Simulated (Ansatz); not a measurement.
# [NO3]− (SMILES O=[N+]([O-])[O-]) at 6 levels

Wanted: a comparison of 6 runs (UHF/STO-3G, BHLYP/STO-3G, BLYP/STO-3G, RPA@PBE/STO-3G, CCSDT(Q)/STO-3G, UCCSD(T)/STO-3G) of [NO3]−. 

The calculation is run with Ansatz 0.2.0.

9 further runs of the same task are left out: 7 that didn't finish, 2 set aside as unsound or not needed.

### Step 1. The structure to begin with

[NO3]−: 4 atoms, total charge -1, spin state singlet. SMILES: `O=[N+]([O-])[O-]`. The O3–N2 distance was set to 1.870 Å, away from the relaxed value.

Bond lengths: O1–N2 1.247 Å, N2–O4 1.247 Å. Angles: O1–N2–O4 120.0°. A long bond or contact: N2–O3 1.870 Å.

### Step 2. The energy at UHF/STO-3G (run 1)

run.yaml reads:

```yaml
crystal:
  periodic: [false, false, false]
  atoms:
    - {symbol: O, position_ang: [0.061293, 1.080736, 1.244094]}
    - {symbol: N, position_ang: [-0.235227, 0.556696, 0.152564]}
    - {symbol: O, position_ang: [0.470440, -1.113360, -0.305120]}
    - {symbol: O, position_ang: [-1.002177, 1.146026, -0.633856]}
basis:
  gaussian:
    orbitals: STO-3G
magnetization:
  spin_polarized: true
accuracy: high
total_charge: -1
hamiltonian:
  xc: hf
```

Started as:

```console
$ ansatz run run.yaml --threads 1 --pin off --max-ram 3480MiB --events-out events.jsonl --progress --plain --runs-dir runs
```

Output (excerpt; [...] marks lines left out):

```text
Warning: RAYON_NUM_THREADS=1 ignored (pool sized by the plan → 1); use --threads N
Functional definition: HF
  name "HF"
[...]
368 factors; integrals over basis functions are off by at most 4.4e-8 eV
[...]
mean field -7481.34763566 eV, -274.9344545710 hartree, gradient 2.4e-8 eV, S^2 1.285087; 14 other end points of the search recorded, 0 dependent functions left out
reference -7481.34763566 eV, -274.9344545710 hartree; 16, 16 occupied and 4, 4 virtual orbitals, 368 factors
Total energy: -7481.34763566 eV, -274.9344545710 hartree
```

Run time: 2 s. Hardware: 1 thread of Arm Neoverse V1, shared host.

### Step 3. A single-point energy at BHLYP/STO-3G (run 2)

job.yaml reads:

```yaml
crystal:
  periodic: [false, false, false]
  atoms:
    - symbol: O
      position_ang: [0.061293, 1.080736, 1.244094]
    - symbol: N
      position_ang: [-0.235227, 0.556696, 0.152564]
    - symbol: O
      position_ang: [0.470440, -1.113360, -0.305120]
    - symbol: O
      position_ang: [-1.002177, 1.146026, -0.633856]
basis:
  gaussian:
    orbitals: STO-3G
total_charge: -1
accuracy: high
hamiltonian:
  xc: {name: BHLYP}
```

Started as:

```console
$ ansatz run job.yaml --threads 1 --pin off --max-ram 3480MiB --events-out events.jsonl --progress --plain --runs-dir runs
```

Output:

```text
Warning: RAYON_NUM_THREADS=1 ignored (pool sized by the plan → 1); use --threads N
Functional definition: BHLYP
  name "BHLYP"
  parameter a = 0.5
  exchange = (1 - a)*b88_x + a*exact_x
  correlation = lyp_c
368 factors; integrals over basis functions are off by at most 4.4e-8 eV
mean field evaluation 1: about -7495.0309 eV, gradient 6.3e1 eV
mean field evaluation 2: about -7277.6682 eV, gradient 1.0e2 eV
mean field evaluation 4: about -7495.5401 eV, gradient 4.7e1 eV
mean field evaluation 8: about -7509.2844 eV, gradient 2.4e1 eV
mean field evaluation 16: about -7512.5439 eV, gradient 4.6e-3 eV
mean field -7512.54394770 eV, -276.0808978928 hartree, gradient 6.3e-9 eV, S^2 0.000000; 0 other end points of the search recorded, 0 dependent functions left out
reference -7512.54396033 eV, -276.0808983571 hartree; 16, 16 occupied and 4, 4 virtual orbitals, 368 factors
Total energy: -7512.54396033 eV, -276.0808983571 hartree
```

Wall time 1.1 s (1 thread of Arm Neoverse V1, shared host); peak memory 0.09 GiB.

Runs 3 to 5 aren't shown in full; the table further down has their settings and results.

### Step 4. A single-point energy at UCCSD(T)/STO-3G (run 6)

molecule.yaml reads:

```yaml
crystal:
  periodic: [false, false, false]
  atoms:
    - {symbol: O, position_ang: [0.061293, 1.080736, 1.244094]}
    - {symbol: N, position_ang: [-0.235227, 0.556696, 0.152564]}
    - {symbol: O, position_ang: [0.470440, -1.113360, -0.305120]}
    - {symbol: O, position_ang: [-1.002177, 1.146026, -0.633856]}
basis:
  gaussian: {orbitals: STO-3G}
total_charge: -1
magnetization: {spin_polarized: true}
correlation: {method: ccsd_t, frozen_orbitals: {"N": 1, O: 1}}
accuracy: high
scf: {omitted_lower_state_checks: [cluster_reference, increment]}
```

Started as:

```console
$ ansatz run molecule.yaml --threads 1 --pin off --max-ram 3480MiB --events-out events.jsonl --progress --plain --runs-dir runs
```

Output:

```text
Warning: RAYON_NUM_THREADS=1 ignored (pool sized by the plan → 1); use --threads N
[... 23 lines left out ...]
4 core orbitals not correlated: weight in the atoms' cores, before any rotation towards them, 1.000 or more for the frozen orbitals, at most 0.000 for the correlated occupied ones
[... 202 lines left out ...]
Total energy: -7486.31655608 eV, -275.1170590285 hartree
Checks for a lower state left out: cluster_reference, increment
```

Run time: 4.5 s. Hardware: 1 thread of Arm Neoverse V1, shared host.

### Step 5. The series

| run | level | frozen core orbitals | energy (Eh) | wall time |
| --- | --- | --- | --- | --- |
| 1 | UHF/STO-3G | – | -274.934455 | 2 s |
| 2 | BHLYP/STO-3G | – | -276.080898 | 1.1 s |
| 3 | BLYP/STO-3G | – | -276.156578 | 1.1 s |
| 4 | RPA@PBE/STO-3G | 4 | -275.244559 | 2.1 s |
| 5 | CCSDT(Q)/STO-3G | 4 | -275.127641 | 1.6 s |
| 6 | UCCSD(T)/STO-3G | 4 | -275.117059 | 4.5 s |

### Step 6. What came out

| quantity | value |
| --- | --- |
| run 6: total energy | -275.11706 Eh |
| run 6: correlation energy (4 core orbitals frozen) | -182.6 mEh |
| run 6: (T) correction | -9.85 mEh |
| run 6: ⟨S²⟩ of the reference determinant | 1.285 |
| run 6: T1 diagnostic | 0.079 |

**Reading.** Below the UHF energy at the same shape and in the same basis (STO-3G): CCSDT(Q) -193.2 mEh; UCCSD(T) -182.6 mEh. Some of these start from another determinant than that one, so these aren't their correlation energies. Totals of different functionals can't be ranked against each other. In runs 4, 5 the log says that unrestricted orbitals would lower the reference, so the values rest on an unstable closed-shell determinant (other closed-shell runs at this shape may share the fault). In runs 1, 2, 3, 4, 5, 6 the basis is minimal, so the values are rough. Spin contamination of the reference: run 1 ⟨S²⟩ = 1.29, run 6 ⟨S²⟩ = 1.29. Where it is this large, the reference is a mixture of spin states, and values that rest on it are in doubt. All runs together took 12 s, the longest 4.5 s.
